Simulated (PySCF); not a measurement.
Predicted microwave data (PBE0/pcSseg-1 in PySCF (dipole) on a GFN2-xTB geometry, gas phase) for one isomer of C6H12:

| Property | Result |
| --- | --- |
| Rotational constants | A = 4371, B = 4371, C = 2512 MHz |
| Dipole components | \|μa\| = 0.00 D, \|μb\| = 0.00 D, \|μc\| = 0.00 D |
| Inertial defect | -30.11 u·Å² |
| κ | 1.00 |

**Question.** Which structure is it? (One computed conformer of each.)
A. `[CH2:1]1[CH2:2][CH2:3][CH2:4][CH2:5][CH2:6]1` with C6–C1–C2–C3 -58°, C1–C2–C3–C4 58°, C2–C3–C4–C5 -57°, C3–C4–C5–C6 57°
B. `[CH3:1][CH2:2]/[CH:3]=[CH:4]/[CH2:5][CH3:6]` with C1–C2–C3–C4 -118°, C3–C4–C5–C6 -118°

**Answer.** A. It is C1CCCCC1, an oblate symmetric top, point group D3d. The candidates at the same level (rigid rotor, commonest isotopes):

| SMILES | A (MHz) | B (MHz) | C (MHz) | μa (D) | μb (D) | μc (D) | Δ (u·Å²) | point group | rotor |
| --- | --- | --- | --- | --- | --- | --- | --- | --- | --- |
| C1CCCCC1 | 4371 | 4371 | 2512 | 0.00 | 0.00 | 0.00 | -30.11 | D3d | oblate symmetric top |
| CC/C=C/CC | 9243 | 1397 | 1314 | 0.00 | 0.02 | 0.00 | -31.96 | C2 | near-prolate asymmetric top |

`CC/C=C/CC` has A 111 % too high. No structure here is proved a minimum.
